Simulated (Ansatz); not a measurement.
**Nudged elastic band run: FH$_{6}$PSi**

The input (input.yaml):

```yaml
crystal:
  periodic: [false, false, false]
  atoms:
    - { symbol: Si, position_ang: [0.398582, -0.14929, -0.084609] }
    - { symbol: H, position_ang: [0.582204, -0.031299, 1.399878] }
    - { symbol: F, position_ang: [1.878408, -0.163978, -0.791364] }
    - { symbol: H, position_ang: [-0.368515, 1.026904, -0.613221] }
    - { symbol: H, position_ang: [-0.303759, -1.430365, -0.426333] }
    - { symbol: P, position_ang: [-3.259825, -0.126611, 1.659749] }
    - { symbol: H, position_ang: [-3.063553, -0.123733, 0.231863] }
    - { symbol: H, position_ang: [-2.313642, -1.197154, 1.85039] }
    - { symbol: H, position_ang: [-2.251702, 0.883423, 1.863645] }
basis:
  gaussian: { orbitals: def2-SVP }
hamiltonian:
  xc: pbe
neb:
  order_check: false
  images: 5
  f_tol: 0.05
  max_iterations: 60
  final_atoms:
    - { symbol: Si, position_ang: [-0.60391491, -0.30096651, -0.50842354] }
    - { symbol: H, position_ang: [0.31763293, 0.79178379, 2.74591687] }
    - { symbol: F, position_ang: [0.6513869, 0.22912143, 0.41876726] }
    - { symbol: H, position_ang: [-0.65735434, 0.53448998, -1.75765954] }
    - { symbol: H, position_ang: [-0.31942093, -1.73539786, -0.8587604] }
    - { symbol: P, position_ang: [-2.5317288, 0.02941877, 0.64827003] }
    - { symbol: H, position_ang: [-3.27490371, -0.57444114, -0.4340745] }
    - { symbol: H, position_ang: [-2.41355474, -1.21980241, 1.35792895] }
    - { symbol: H, position_ang: [0.13005559, 0.93369096, 3.47803287] }
  initial_path:
    images:
      - { positions_ang: [[0.398582, -0.14929, -0.084609], [0.582204, -0.031299, 1.399878], [1.878408, -0.163978, -0.791364], [-0.368515, 1.026904, -0.613221], [-0.303759, -1.430365, -0.426333], [-3.259825, -0.126611, 1.659749], [-3.063553, -0.123733, 0.231863], [-2.313642, -1.197154, 1.85039], [-2.251702, 0.883423, 1.863645]] }
      - { positions_ang: [[0.26703749, -0.11362414, -0.05725627], [0.38968767, -0.0229598, 1.5356156], [1.75306334, -0.14291963, -0.70476812], [-0.46083336, 1.07146683, -0.57965746], [-0.44307543, -1.36041519, -0.43926123], [-2.95589705, -0.06821731, 1.36607075], [-3.08993122, -0.3583424, 0.152242], [-2.34607564, -0.91457159, 1.94703546], [-1.8157778, 0.59748024, 1.86997728]] }
      - { positions_ang: [[0.13549298, -0.07795827, -0.02990354], [0.19717134, -0.0146206, 1.67135319], [1.62771867, -0.12186127, -0.61817225], [-0.55315171, 1.11602966, -0.54609392], [-0.58239186, -1.29046538, -0.45218947], [-2.6519691, -0.00982362, 1.07239249], [-3.11630944, -0.5929518, 0.072621], [-2.37850927, -0.63198918, 2.04368093], [-1.37985361, 0.31153747, 1.87630956]] }
      - { positions_ang: [[0.00394847, -0.04229241, -0.0025508], [0.00465501, -0.0062814, 1.80709079], [1.50237401, -0.1008029, -0.53157637], [-0.64547007, 1.16059249, -0.51253038], [-0.72170829, -1.22051557, -0.4651177], [-2.34804115, 0.04857006, 0.77871424], [-3.14268766, -0.8275612, -0.00700001], [-2.41094291, -0.34940677, 2.14032639], [-0.94392941, 0.02559471, 1.88264184]] }
      - { positions_ang: [[-0.19867266, -0.12851711, -0.17117505], [0.10898098, 0.25974033, 2.12003282], [1.21871164, 0.00917187, -0.21479516], [-0.64943149, 0.95189165, -0.92757343], [-0.5876125, -1.392143, -0.59633193], [-2.40927037, 0.0421863, 0.73523284], [-3.18675967, -0.74318785, -0.14935817], [-2.41181352, -0.63953865, 1.87952724], [-0.58593441, 0.32829346, 2.41443885]] }
      - { positions_ang: [[-0.40129378, -0.21474181, -0.33979929], [0.21330696, 0.52576206, 2.43297484], [0.93504927, 0.11914665, 0.10198605], [-0.65339292, 0.74319082, -1.34261649], [-0.45351671, -1.56377043, -0.72754617], [-2.47049959, 0.03580253, 0.69175144], [-3.23083169, -0.6588145, -0.29171633], [-2.41268413, -0.92967053, 1.61872809], [-0.22793941, 0.63099221, 2.94623586]] }
      - { positions_ang: [[-0.60391491, -0.30096651, -0.50842354], [0.31763293, 0.79178379, 2.74591687], [0.6513869, 0.22912143, 0.41876726], [-0.65735434, 0.53448998, -1.75765954], [-0.31942093, -1.73539786, -0.8587604], [-2.5317288, 0.02941877, 0.64827003], [-3.27490371, -0.57444114, -0.4340745], [-2.41355474, -1.21980241, 1.35792895], [0.13005559, 0.93369096, 3.47803287]] }
```

Run as:

```bash
$ ansatz run input.yaml --threads 2 --pin off --max-ram 3072MiB --backend cpu --events-out ev --progress --plain --runs-dir out
```

Output, in part (warnings, iteration lines, the closing report on the highest movable image, with atoms numbered from 0):

```
NEB end point (image 0): max|allowed force component| = 4.087e-3 eV/Å (the criterion of neb.relax_end_points is 1.000e-2)
NEB end point (image 6): max|allowed force component| = 2.336e-2 eV/Å (the criterion of neb.relax_end_points is 1.000e-2)
NEB iter   1: max|band force component| = 1.294e1 eV/Å  barrier→ = 4.6159 eV  barrier← = 4.6183 eV  Δτ_max = 0.2000 Å  (188 SCF iters)
NEB iter   2: max|band force component| = 6.538e0 eV/Å  barrier→ = 3.2609 eV  barrier← = 3.2633 eV  Δτ_max = 0.2000 Å  (154 SCF iters)
NEB iter   3: max|band force component| = 2.598e0 eV/Å  barrier→ = 2.5166 eV  barrier← = 2.5189 eV  Δτ_max = 0.2000 Å  (144 SCF iters)
NEB iter   4: max|band force component| = 1.336e0 eV/Å  barrier→ = 2.0675 eV  barrier← = 2.0699 eV  Δτ_max = 0.1404 Å  (140 SCF iters)
NEB iter   5: max|band force component| = 7.678e-1 eV/Å  barrier→ = 1.8670 eV  barrier← = 1.8694 eV  Δτ_max = 0.0693 Å  (131 SCF iters)
NEB iter   6: max|band force component| = 8.208e-1 eV/Å  barrier→ = 1.8217 eV  barrier← = 1.8241 eV  CI = image 3  Δτ_max = 0.1986 Å  (134 SCF iters)
NEB iter   7: max|band force component| = 9.829e-1 eV/Å  barrier→ = 2.0410 eV  barrier← = 2.0433 eV  CI = image 3  Δτ_max = 0.1683 Å  (134 SCF iters)
NEB iter   8: max|band force component| = 8.765e-1 eV/Å  barrier→ = 2.2975 eV  barrier← = 2.2998 eV  CI = image 3  Δτ_max = 0.1598 Å  (141 SCF iters)
NEB iter   9: max|band force component| = 1.342e0 eV/Å  barrier→ = 2.3532 eV  barrier← = 2.3555 eV  CI = image 3  Δτ_max = 0.0789 Å  (140 SCF iters)
NEB iter  10: max|band force component| = 7.745e-1 eV/Å  barrier→ = 2.2847 eV  barrier← = 2.2870 eV  CI = image 3  Δτ_max = 0.0780 Å  (134 SCF iters)
NEB iter  11: max|band force component| = 1.298e-1 eV/Å  barrier→ = 2.2600 eV  barrier← = 2.2623 eV  CI = image 3  Δτ_max = 0.0310 Å  (135 SCF iters)
NEB iter  12: max|band force component| = 1.717e-1 eV/Å  barrier→ = 2.2573 eV  barrier← = 2.2597 eV  CI = image 3  Δτ_max = 0.0156 Å  (136 SCF iters)
NEB iter  13: max|band force component| = 1.264e-1 eV/Å  barrier→ = 2.2556 eV  barrier← = 2.2580 eV  CI = image 3  Δτ_max = 0.0156 Å  (136 SCF iters)
NEB iter  14: max|band force component| = 5.159e-2 eV/Å  barrier→ = 2.2543 eV  barrier← = 2.2566 eV  CI = image 3  Δτ_max = 0.0311 Å  (137 SCF iters)
NEB iter  15: max|band force component| = 5.042e-2 eV/Å  barrier→ = 2.2511 eV  barrier← = 2.2534 eV  CI = image 3  Δτ_max = 0.0311 Å  (133 SCF iters)
NEB iter  16: max|band force component| = 4.880e-2 eV/Å  barrier→ = 2.2476 eV  barrier← = 2.2500 eV  CI = image 3  Δτ_max = 0.0311 Å  (134 SCF iters)
NEB iter  17: max|band force component| = 7.703e-2 eV/Å  barrier→ = 2.2437 eV  barrier← = 2.2460 eV  CI = image 3  Δτ_max = 0.0623 Å  (29 SCF iters)
NEB iter  18: max|band force component| = 9.406e-2 eV/Å  barrier→ = 2.2341 eV  barrier← = 2.2365 eV  CI = image 3  Δτ_max = 0.0623 Å  (132 SCF iters)
NEB iter  19: max|band force component| = 1.021e-1 eV/Å  barrier→ = 2.2231 eV  barrier← = 2.2254 eV  CI = image 3  Δτ_max = 0.1247 Å  (131 SCF iters)
NEB iter  20: max|band force component| = 1.397e-1 eV/Å  barrier→ = 2.1966 eV  barrier← = 2.1989 eV  CI = image 3  Δτ_max = 0.1244 Å  (130 SCF iters)
NEB iter  21: max|band force component| = 1.606e-1 eV/Å  barrier→ = 2.1666 eV  barrier← = 2.1690 eV  CI = image 3  Δτ_max = 0.1244 Å  (128 SCF iters)
NEB iter  22: max|band force component| = 1.922e-1 eV/Å  barrier→ = 2.1354 eV  barrier← = 2.1378 eV  CI = image 3  Δτ_max = 0.0624 Å  (131 SCF iters)
NEB iter  23: max|band force component| = 1.915e-1 eV/Å  barrier→ = 2.1201 eV  barrier← = 2.1224 eV  CI = image 3  Δτ_max = 0.0624 Å  (133 SCF iters)
NEB iter  24: max|band force component| = 1.937e-1 eV/Å  barrier→ = 2.1055 eV  barrier← = 2.1078 eV  CI = image 3  Δτ_max = 0.0624 Å  (132 SCF iters)
NEB iter  25: max|band force component| = 1.897e-1 eV/Å  barrier→ = 2.0920 eV  barrier← = 2.0943 eV  CI = image 3  Δτ_max = 0.0623 Å  (135 SCF iters)
NEB iter  26: max|band force component| = 1.765e-1 eV/Å  barrier→ = 2.0799 eV  barrier← = 2.0822 eV  CI = image 3  Δτ_max = 0.1244 Å  (133 SCF iters)
NEB iter  27: max|band force component| = 1.640e-1 eV/Å  barrier→ = 2.0610 eV  barrier← = 2.0633 eV  CI = image 3  Δτ_max = 0.1989 Å  (133 SCF iters)
NEB iter  28: max|band force component| = 2.168e-1 eV/Å  barrier→ = 2.0482 eV  barrier← = 2.0506 eV  CI = image 3  Δτ_max = 0.0997 Å  (130 SCF iters)
NEB iter  29: max|band force component| = 1.739e-1 eV/Å  barrier→ = 2.0488 eV  barrier← = 2.0511 eV  CI = image 3  Δτ_max = 0.1001 Å  (132 SCF iters)
NEB iter  30: max|band force component| = 9.330e-2 eV/Å  barrier→ = 2.0469 eV  barrier← = 2.0492 eV  CI = image 3  Δτ_max = 0.1002 Å  (134 SCF iters)
NEB iter  31: max|band force component| = 6.327e-2 eV/Å  barrier→ = 2.0463 eV  barrier← = 2.0487 eV  CI = image 3  Δτ_max = 0.1000 Å  (133 SCF iters)
NEB iter  32: max|band force component| = 9.654e-2 eV/Å  barrier→ = 2.0462 eV  barrier← = 2.0485 eV  CI = image 3  Δτ_max = 0.0500 Å  (128 SCF iters)
NEB iter  33: max|band force component| = 9.831e-2 eV/Å  barrier→ = 2.0462 eV  barrier← = 2.0485 eV  CI = image 3  Δτ_max = 0.0250 Å  (126 SCF iters)
NEB iter  34: max|band force component| = 8.158e-2 eV/Å  barrier→ = 2.0461 eV  barrier← = 2.0485 eV  CI = image 3  Δτ_max = 0.0250 Å  (129 SCF iters)
NEB iter  35: max|band force component| = 6.249e-2 eV/Å  barrier→ = 2.0461 eV  barrier← = 2.0484 eV  CI = image 3  Δτ_max = 0.0250 Å  (131 SCF iters)
NEB iter  36: max|band force component| = 6.270e-2 eV/Å  barrier→ = 2.0461 eV  barrier← = 2.0484 eV  CI = image 3  Δτ_max = 0.0500 Å  (130 SCF iters)
NEB iter  37: max|band force component| = 5.450e-2 eV/Å  barrier→ = 2.0461 eV  barrier← = 2.0484 eV  CI = image 3  Δτ_max = 0.0250 Å  (127 SCF iters)
NEB iter  38: max|band force component| = 5.172e-2 eV/Å  barrier→ = 2.0461 eV  barrier← = 2.0484 eV  CI = image 3  Δτ_max = 0.0500 Å  (132 SCF iters)
NEB iter  39: max|band force component| = 5.255e-2 eV/Å  barrier→ = 2.0461 eV  barrier← = 2.0484 eV  CI = image 3  Δτ_max = 0.0999 Å  (128 SCF iters)
NEB iter  40: max|band force component| = 4.775e-2 eV/Å  barrier→ = 2.0460 eV  barrier← = 2.0484 eV  CI = image 3  Δτ_max = 0.0000 Å  (256 SCF iters)
Total energy: -19960.53700349 eV, -733.5362051403 hartree
Atom 0 at    -0.212219     0.045551    -0.074169 Å, force    -0.003946     0.003783     0.000732 eV/Å
Atom 1 at     0.065077    -0.533431     1.553035 Å, force     0.000525    -0.001633     0.002365 eV/Å
Atom 2 at     1.448357    -0.020780    -0.085502 Å, force    -0.001538    -0.001844     0.002203 eV/Å
Atom 3 at    -0.431198     1.518690    -0.177417 Å, force     0.000308     0.000116    -0.001353 eV/Å
Atom 4 at    -0.538575    -1.021911    -1.065554 Å, force    -0.000511     0.000267     0.000167 eV/Å
Atom 5 at    -2.662021    -0.073670     0.564347 Å, force    -0.005873    -0.000955    -0.004022 eV/Å
Atom 6 at    -2.778498    -1.387662     1.149129 Å, force     0.000720    -0.000166    -0.000180 eV/Å
Atom 7 at    -2.695730     0.595351     1.842378 Å, force     0.002783     0.000256     0.000012 eV/Å
Atom 8 at    -0.896995    -0.434242     1.383753 Å, force     0.007531     0.000176     0.000077 eV/Å
Dipole moment:    -0.057398    -0.065851     0.195163 e Å
```

The forces met the threshold. The band force fell under the threshold earlier too, but the program's further tests of the path sent the band on. A structure lower than the last end lies on the path between it and the top, so the climb from that side starts below the end, which may itself be a saddle point or a shallow side well. Neighbouring images differ by up to 2.0 eV, so the band resolves the path poorly. A vibrational analysis at the climbing image gives one clearly imaginary mode, 965i cm⁻¹: a first-order saddle point. The orbitals stay closed-shell, which can raise the energy where a bond breaks towards radicals; this wasn't checked here.

Final band (atoms are numbered from 1 in the order of the input):

```csv
image,path coordinate (Å),energy (kJ/mol),Si1–H2 (Å),P6–H9 (Å),Si1–P6 (Å)
0,0.00,0.0,1.50,1.44,4.05
1,2.31,1.2,1.50,1.44,4.22
2,4.61,1.1,1.50,1.44,3.72
3,6.92,197.4,1.75,1.98,2.53
4,9.45,0.6,3.20,3.49,2.27
5,11.98,-0.8,4.12,5.31,2.27
6,14.53,-0.2,3.55,3.99,2.27
```

Time of the run: 3.5 min on 2 threads of Arm Neoverse V1, with other jobs on the host, peak memory 0.14 GiB.
